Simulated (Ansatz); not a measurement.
Two shapes of singlet CH2S.

Shape 1:

```xyz
4

C     0.0000    0.0000   -0.9399
S     0.0000    0.0000    0.5379
H     0.0000   -0.8553   -1.4837
H     0.0000    0.8553   -1.4837
```

Shape 2:

```xyz
4

C     0.0000    0.0000   -1.1034
S     0.0000    0.0000    0.6315
H     0.0000   -1.0041   -1.7418
H     0.0000    1.0041   -1.7418
```

Basis set: def2-TZVP (spherical functions). Correlated methods keep 6 orbitals frozen. Charge 0, multiplicity 1.

Computed with Ansatz (development build ahead of 0.2.0); each method stands on the lowest determinant of its kind that the runs found.

(1) Which shape is lower in energy, and by how much in each method?

Answers

(1)

```csv
method,E(2) − E(1) (eV)
RHF,0.263
RHF-MP2,-0.129
```

The methods disagree on the order. Caution: no unrestricted run beside it, a lower state can exist; in another basis set an unrestricted determinant lies well below.
